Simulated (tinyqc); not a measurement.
CIS and TDHF on RHF in the sto-3g basis, frozen core, for OH-, spin multiplicity 1, step by step. The basis has no diffuse functions, so it cannot describe the extra electron: this is an exercise in the method, not the real anion. Computed by tinyqc, a small Python program that keeps every step (integrals from PySCF). Settings: charge = -1, multiplicity = 1, basis = sto-3g, method = RHF, frozen orbitals = 1, energy threshold = 1e-10, iteration cap = 70, orthogonalisation = symmetric, start = core, DIIS depth = 6, TDHF = 1. Command: `OMP_NUM_THREADS=1 python tinyqc.py 29969 29970 out.jsonl` (the two numbers bound the seeds that draw the settings). One thread of a shared host (Intel(R) Xeon(R) Processor @ 2.60GHz), about 0.06 s of CPU time with the checks. Later iterations appear only in the table of the cycle.

## One-electron integrals

Geometry (angstrom):
```
atom,x,y,z
O,0.000000,0.000000,0.000000
H,0.000000,0.000000,1.037000
```

Basis sto-3g: exponents (1/bohr^2) and contraction coefficients of normalised primitives:
```
element,l (shell),exponent,coefficient
O,s (1),130.709320,0.154329
O,s (1),23.808861,0.535328
O,s (1),6.443608,0.444635
O,s (2),5.033151,-0.099967
O,s (2),1.169596,0.399513
O,s (2),0.380389,0.700115
O,p (3),5.033151,0.155916
O,p (3),1.169596,0.607684
O,p (3),0.380389,0.391957
H,s (1),3.425251,0.154329
H,s (1),0.623914,0.535328
H,s (1),0.168855,0.444635
```

Overlap, kinetic and nuclear-attraction integrals over the contracted functions; the nuclear repulsion is the sum of Za Zb / Rab.

nuclear repulsion = 4.08237000 hartree

overlap S, lower triangle:
```
,1O 1s,1O 2s,1O 2px,1O 2py,1O 2pz,2H 1s
1O 1s,1.000000
1O 2s,0.236704,1.000000
1O 2px,0.000000,0.000000,1.000000
1O 2py,0.000000,0.000000,0.000000,1.000000
1O 2pz,0.000000,0.000000,0.000000,0.000000,1.000000
2H 1s,0.044632,0.423960,0.000000,0.000000,0.364542,1.000000
```

kinetic energy T (hartree), lower triangle:
```
,1O 1s,1O 2s,1O 2px,1O 2py,1O 2pz,2H 1s
1O 1s,29.003200
1O 2s,-0.168011,0.808128
1O 2px,0.000000,0.000000,2.528731
1O 2py,0.000000,0.000000,0.000000,2.528731
1O 2pz,0.000000,0.000000,0.000000,0.000000,2.528731
2H 1s,-0.006763,0.093634,0.000000,0.000000,0.226620,0.760032
```

nuclear attraction V (hartree), lower triangle:
```
,1O 1s,1O 2s,1O 2px,1O 2py,1O 2pz,2H 1s
1O 1s,-61.128751
1O 2s,-7.303869,-9.558174
1O 2px,0.000000,0.000000,-9.450665
1O 2py,0.000000,0.000000,0.000000,-9.450665
1O 2pz,-0.013226,-0.159451,0.000000,0.000000,-9.554533
2H 1s,-1.414074,-3.165742,0.000000,0.000000,-2.450097,-5.200509
```

core Hamiltonian H = T + V (hartree), lower triangle:
```
,1O 1s,1O 2s,1O 2px,1O 2py,1O 2pz,2H 1s
1O 1s,-32.125551
1O 2s,-7.471880,-8.750046
1O 2px,0.000000,0.000000,-6.921934
1O 2py,0.000000,0.000000,0.000000,-6.921934
1O 2pz,-0.013226,-0.159451,0.000000,0.000000,-7.025802
2H 1s,-1.420838,-3.072108,0.000000,0.000000,-2.223477,-4.440477
```

## Two-electron integrals

Functions are numbered as in S; the eight-fold symmetry (ij|kl) = (ji|kl) = (kl|ij) leaves the list below.

Two-electron integrals (ij|kl) in chemists' order, unique and non-zero (hartree):
```
i,j,k,l,(ij|kl)
1,1,1,1,4.785065
2,1,1,1,0.741380
2,1,2,1,0.136873
2,2,1,1,1.118947
2,2,2,1,0.256633
2,2,2,2,0.817206
3,1,3,1,0.024477
3,2,3,1,0.037809
3,2,3,2,0.180518
3,3,1,1,1.115814
3,3,2,1,0.256684
3,3,2,2,0.817023
3,3,3,3,0.880159
4,1,4,1,0.024477
4,2,4,1,0.037809
4,2,4,2,0.180518
4,3,4,3,0.047444
4,4,1,1,1.115814
4,4,2,1,0.256684
4,4,2,2,0.817023
4,4,3,3,0.785270
4,4,4,4,0.880159
5,1,5,1,0.024477
5,2,5,1,0.037809
5,2,5,2,0.180518
5,3,5,3,0.047444
5,4,5,4,0.047444
5,5,1,1,1.115814
5,5,2,1,0.256684
5,5,2,2,0.817023
5,5,3,3,0.785270
5,5,4,4,0.785270
5,5,5,5,0.880159
6,1,1,1,0.141733
6,1,2,1,0.025952
6,1,2,2,0.048367
6,1,3,3,0.048273
6,1,4,4,0.048273
6,1,5,1,0.001198
6,1,5,2,0.002246
6,1,5,5,0.048562
6,1,6,1,0.004985
6,2,1,1,0.350962
6,2,2,1,0.081530
6,2,2,2,0.288185
6,2,3,3,0.283238
6,2,4,4,0.283238
6,2,5,1,0.006128
6,2,5,2,0.047165
6,2,5,5,0.297800
6,2,6,1,0.015769
6,2,6,2,0.126695
6,3,3,1,0.008456
6,3,3,2,0.049498
6,3,5,3,0.009754
6,3,6,3,0.017884
6,4,4,1,0.008456
6,4,4,2,0.049498
6,4,5,4,0.009754
6,4,6,4,0.017884
6,5,1,1,0.255382
6,5,2,1,0.060084
6,5,2,2,0.226758
6,5,3,3,0.216511
6,5,4,4,0.216511
6,5,5,1,0.012407
6,5,5,2,0.084558
6,5,5,5,0.246997
6,5,6,1,0.012125
6,5,6,2,0.121101
6,5,6,5,0.132296
6,6,1,1,0.496229
6,6,2,1,0.117148
6,6,2,2,0.475416
6,6,3,3,0.456312
6,6,4,4,0.456312
6,6,5,1,0.011231
6,6,5,2,0.119763
6,6,5,5,0.513028
6,6,6,1,0.022850
6,6,6,2,0.265164
6,6,6,5,0.289279
6,6,6,6,0.774606
```

## Orthogonalisation

S = U s U^T; symmetric (Loewdin) form X = U s^(-1/2) U^T, so that X^T S X = 1.

eigenvalues of S: 0.423157  0.839512  1.000000  1.000000  1.133109  1.604223

X, lower triangle:
```
,1O 1s,1O 2s,1O 2px,1O 2py,1O 2pz,2H 1s
1O 1s,1.022986
1O 2s,-0.131875,1.114355
1O 2px,0.000000,0.000000,1.000000
1O 2py,0.000000,0.000000,0.000000,1.000000
1O 2pz,-0.007695,0.077753,0.000000,0.000000,1.065404
2H 1s,0.022280,-0.272923,0.000000,0.000000,-0.230377,1.154888
```

## Starting guess

The start is the orbitals of the core Hamiltonian; D = 2 C_occ C_occ^T.

D at the start, lower triangle:
```
,1O 1s,1O 2s,1O 2px,1O 2py,1O 2pz,2H 1s
1O 1s,2.125876
1O 2s,-0.546552,2.370684
1O 2px,0.000000,0.000000,2.000000
1O 2py,0.000000,0.000000,0.000000,2.000000
1O 2pz,-0.040405,0.239162,0.000000,0.000000,2.220765
2H 1s,0.080316,-0.347420,0.000000,0.000000,-0.378081,0.104486
```

## Iteration 1: building the Fock matrix

J_ij = sum D_kl (ij|kl), K_ij = sum D_kl (ik|jl); F = H + J - 0.5 K; E = tr D H + tr D J / 2 - 0.25 tr D K + E_nn.

Coulomb J (hartree), lower triangle:
```
,1O 1s,1O 2s,1O 2px,1O 2py,1O 2pz,2H 1s
1O 1s,18.593577
1O 2s,3.545959,8.803794
1O 2px,0.000000,0.000000,8.798071
1O 2py,0.000000,0.000000,0.000000,8.798071
1O 2pz,0.003832,-0.000546,0.000000,0.000000,8.791820
2H 1s,0.672582,3.007172,0.000000,0.000000,2.316802,4.756482
```

exchange K (hartree), lower triangle:
```
,1O 1s,1O 2s,1O 2px,1O 2py,1O 2pz,2H 1s
1O 1s,9.843151
1O 2s,1.716932,2.861177
1O 2px,0.000000,0.000000,2.360688
1O 2py,0.000000,0.000000,0.000000,2.360688
1O 2pz,0.001526,0.004917,0.000000,0.000000,2.353355
2H 1s,0.343066,0.854267,0.000000,0.000000,0.490739,0.397611
```

Fock matrix F (hartree), lower triangle:
```
,1O 1s,1O 2s,1O 2px,1O 2py,1O 2pz,2H 1s
1O 1s,-18.453549
1O 2s,-4.784387,-1.376840
1O 2px,0.000000,0.000000,0.695793
1O 2py,0.000000,0.000000,0.000000,0.695793
1O 2pz,-0.010157,-0.162456,0.000000,0.000000,0.589341
2H 1s,-0.919789,-0.492070,0.000000,0.000000,-0.152045,0.117199
```

total energy of this density = -72.93791745 hartree

## Iteration 1: diagonalisation and new density

Diagonalise F' = X^T F X, C = X C', fill 5 alpha and 5 beta electrons from the bottom; D = 2 C_occ C_occ^T. Each column has its largest component positive (the first on a tie).

F' = X^T F X (hartree), lower triangle:
```
,1,2,3,4,5,6
1,-18.083772
2,-2.615248,-0.400579
3,0.000000,0.000000,0.695793
4,0.000000,0.000000,0.000000,0.695793
5,-0.022368,-0.030348,0.000000,0.000000,0.733737
6,-0.126197,-0.368152,0.000000,0.000000,-0.369277,0.457506
```

orbital energies (hartree): MO1 -18.464159, MO2 -0.246633, MO3 0.394534, MO4 0.695793, MO5 0.695793, MO6 1.023150

coefficients C:
```
,MO1,MO2,MO3,MO4,MO5,MO6
1O 1s,0.993634,-0.224416,-0.149713,0.000000,0.000000,-0.066055
1O 2s,0.026922,0.801915,0.712460,0.000000,0.000000,0.433957
1O 2px,0.000000,0.000000,0.000000,0.996454,0.084137,0.000000
1O 2py,0.000000,0.000000,0.000000,-0.084137,0.996454,0.000000
1O 2pz,0.003033,0.177179,-0.464693,0.000000,0.000000,0.973099
2H 1s,-0.006586,0.323810,-0.692022,0.000000,0.000000,-0.937033
```

D after iteration 1, lower triangle:
```
,1O 1s,1O 2s,1O 2px,1O 2py,1O 2pz,2H 1s
1O 1s,2.120169
1O 2s,-0.519754,2.302782
1O 2px,0.000000,0.000000,2.000000
1O 2py,0.000000,0.000000,0.000000,2.000000
1O 2pz,0.065645,-0.377821,0.000000,0.000000,0.494682
2H 1s,0.048785,-0.467095,0.000000,0.000000,0.757861,1.167582
```

Within a degenerate level the vectors are fixed only up to a rotation; this is one choice.

## Iteration 6 (converged): orbitals

converged F (hartree), lower triangle:
```
,1O 1s,1O 2s,1O 2px,1O 2py,1O 2pz,2H 1s
1O 1s,-19.394727
1O 2s,-4.973884,-1.779892
1O 2px,0.000000,0.000000,0.239172
1O 2py,0.000000,0.000000,0.000000,0.239172
1O 2pz,-0.021989,-0.036939,0.000000,0.000000,0.462759
2H 1s,-0.954983,-0.642960,0.000000,0.000000,-0.298339,-0.065051
```

As before.

F' = X^T F X (hartree), lower triangle:
```
,1,2,3,4,5,6
1,-19.024920
2,-2.650303,-0.758646
3,0.000000,0.000000,0.239172
4,0.000000,0.000000,0.000000,0.239172
5,-0.055002,0.152799,0.000000,0.000000,0.676201
6,-0.122386,-0.452074,0.000000,0.000000,-0.531089,0.366584
```

orbital energies (hartree): MO1 -19.403488, MO2 -0.583287, MO3 0.072223, MO4 0.239172, MO5 0.239172, MO6 1.173772

coefficients C:
```
,MO1,MO2,MO3,MO4,MO5,MO6
1O 1s,0.994338,-0.240089,0.105650,0.000000,0.000000,0.083280
1O 2s,0.024078,0.885106,-0.547631,0.000000,0.000000,-0.505784
1O 2px,0.000000,0.000000,0.000000,0.997816,0.066052,0.000000
1O 2py,0.000000,0.000000,0.000000,-0.066052,0.997816,0.000000
1O 2pz,0.003186,0.046952,0.530976,0.000000,0.000000,-0.953998
2H 1s,-0.005984,0.253171,0.693851,0.000000,0.000000,0.957215
```

D after iteration 6, lower triangle:
```
,1O 1s,1O 2s,1O 2px,1O 2py,1O 2pz,2H 1s
1O 1s,2.115024
1O 2s,-0.492841,2.167785
1O 2px,0.000000,0.000000,2.000000
1O 2py,0.000000,0.000000,0.000000,2.000000
1O 2pz,0.095986,-0.498289,0.000000,0.000000,0.568300
2H 1s,0.013144,-0.312071,0.000000,0.000000,0.760572,1.091122
```

Within a degenerate level the vectors are fixed only up to a rotation; this is one choice.

## Convergence

Stop when the energy changes by less than 1e-10 hartree and every element of the error matrix X^T (F D S - S D F) X is below 3e-06.

Course of the cycle:
```
iteration,E (hartree),change,largest element of the error matrix
1,-72.93791745,-,7.44e-01
2,-74.05351088,-1.12e+00,1.28e-01
3,-74.06381795,-1.03e-02,2.67e-02
4,-74.06435485,-5.37e-04,7.85e-04
5,-74.06435508,-2.36e-07,6.72e-06
6,-74.06435508,-4.50e-11,4.99e-07
```

PySCF RHF in the same basis = -74.06435508 hartree

Converged in 6 iterations.

## Populations, bond orders and dipole

Mulliken: Z minus the diagonal of D S on the atom; Loewdin: the same with S^(1/2) D S^(1/2); Mayer order: 2 sum_s sum (D(s) S)_ij (D(s) S)_ji over the two atoms.

Charges (e):
```
atom,Mulliken,Loewdin
1O,-0.763336,-0.773563
2H,-0.236664,-0.226437
```

Mayer bond orders:
```
pair,order
2-1,0.943990
```

dipole moment about the origin, x y z (debye): 0.000000  0.000000  -0.551411

## Integrals over molecular orbitals

(pq|rs) = sum C_ip C_jq C_kr C_ls (ij|kl), one index at a time.

one-electron integrals over orbitals h = C^T H C (hartree), lower triangle:
```
,1,2,3,4,5,6
1,-32.108079
2,0.591183,-7.101098
3,-0.250628,0.717221,-5.657473
4,0.000000,0.000000,0.000000,-6.921934
5,0.000000,0.000000,0.000000,0.000000,-6.921934
6,-0.198891,0.999585,1.408168,0.000000,0.000000,-5.637413
```

Two-electron integrals over orbitals (pq|rs), unique and non-zero (hartree); the lowest 1 orbital is frozen and left out:
```
p,q,r,s,(pq|rs)
2,2,2,2,0.724615
3,2,2,2,-0.035493
3,2,3,2,0.146365
3,3,2,2,0.627977
3,3,3,2,-0.015845
3,3,3,3,0.647999
4,2,4,2,0.149400
4,3,4,2,-0.051307
4,3,4,3,0.042833
4,4,2,2,0.752487
4,4,3,2,-0.102753
4,4,3,3,0.620219
4,4,4,4,0.880159
5,2,5,2,0.149400
5,3,5,2,-0.051307
5,3,5,3,0.042833
5,4,5,4,0.047444
5,5,2,2,0.752487
5,5,3,2,-0.102753
5,5,3,3,0.620219
5,5,4,4,0.785270
5,5,5,5,0.880159
6,2,2,2,-0.105460
6,2,3,2,-0.027091
6,2,3,3,-0.006225
6,2,4,4,-0.111507
6,2,5,5,-0.111507
6,2,6,2,0.108510
6,3,2,2,-0.110318
6,3,3,2,0.120526
6,3,3,3,-0.045338
6,3,4,4,-0.157490
6,3,5,5,-0.157490
6,3,6,2,0.037741
6,3,6,3,0.167030
6,4,4,2,-0.039800
6,4,4,3,-0.009156
6,4,6,4,0.038337
6,5,5,2,-0.039800
6,5,5,3,-0.009156
6,5,6,5,0.038337
6,6,2,2,0.679906
6,6,3,2,0.026617
6,6,3,3,0.641240
6,6,4,4,0.665922
6,6,5,5,0.665922
6,6,6,2,-0.086517
6,6,6,3,-0.045874
6,6,6,6,0.719325
```

## CIS matrix, singlets

A(ia,jb) = (e_a - e_i) d_ij d_ab + 2 (ia|jb) - (ij|ab).

CIS matrix A, singlet (hartree), lower triangle:
```
,2>6,3>6,4>6,5>6
2>6,1.294174
3>6,0.048866,0.794369
4>6,0.000000,0.000000,0.345351
5>6,0.000000,0.000000,0.000000,0.345351
```

## CIS singlet states

dipole integrals <i|r|a> (bohr):
```
,x,y,z
2>6,0.000000,0.000000,0.066192
3>6,0.000000,0.000000,1.066810
4>6,-0.058755,0.003889,0.000000
5>6,-0.003889,-0.058755,0.000000
```

Diagonalise A (1 hartree = 27.211386 eV); each vector has its largest component positive (the first on a tie). The transition dipole is mu = sqrt2 sum c_ia <i|r|a>.

singlet excitation energies (eV): 9.397472  9.397472  21.487101  35.345054

lowest vectors:
```
,state 1,state 2,state 3,state 4
2>6,0.000000,0.000000,-0.096402,0.995343
3>6,0.000000,0.000000,0.995343,0.096402
4>6,0.738739,0.673991,0.000000,0.000000
5>6,-0.673991,0.738739,0.000000,0.000000
```

oscillator strengths 2/3 w |mu|^2: 0.001597  0.001597  1.172870  0.049304

Within a degenerate level the vectors are fixed only up to a rotation; this is one choice.

## TDHF (RPA) singlet states

B(ia,jb) = 2 (ia|jb) - (ib|ja); the squared energies are the eigenvalues of (A - B)(A + B); 1 hartree = 27.211386 eV.

TDHF matrix B, singlet (hartree), lower triangle:
```
,2>6,3>6,4>6,5>6
2>6,0.108510
3>6,0.037741,0.167030
4>6,0.000000,0.000000,0.038337
5>6,0.000000,0.000000,0.000000,0.038337
```

squared energies w^2 (hartree^2): 0.117797  0.117797  0.596658  1.671504

TDHF energies from the positive w^2 (eV): 9.339391  9.339391  21.019066  35.180691

## CIS matrix, triplets

A(ia,jb) = (e_a - e_i) d_ij d_ab - (ij|ab).

CIS matrix A, triplet (hartree), lower triangle:
```
,2>6,3>6,4>6,5>6
2>6,1.077153
3>6,-0.026617,0.460308
4>6,0.000000,0.000000,0.268678
5>6,0.000000,0.000000,0.000000,0.268678
```

## CIS triplet states

Diagonalise A (1 hartree = 27.211386 eV); each vector has its largest component positive (the first on a tie).

triplet excitation energies (eV): 7.311088  7.311088  12.494436  29.342033

lowest vectors:
```
,state 1,state 2,state 3,state 4
2>6,0.000000,0.000000,0.043030,0.999074
3>6,0.000000,0.000000,0.999074,-0.043030
4>6,-0.398107,0.917339,0.000000,0.000000
5>6,0.917339,0.398107,0.000000,0.000000
```

Within a degenerate level the vectors are fixed only up to a rotation; this is one choice.

## TDHF (RPA) triplet states

B(ia,jb) = - (ib|ja); the squared energies are the eigenvalues of (A - B)(A + B); 1 hartree = 27.211386 eV.

TDHF matrix B, triplet (hartree), lower triangle:
```
,2>6,3>6,4>6,5>6
2>6,-0.108510
3>6,-0.037741,-0.167030
4>6,0.000000,0.000000,-0.038337
5>6,0.000000,0.000000,0.000000,-0.038337
```

squared energies w^2 (hartree^2): 0.070718  0.070718  0.181032  1.150006

TDHF energies from the positive w^2 (eV): 7.236281  7.236281  11.577873  29.181031
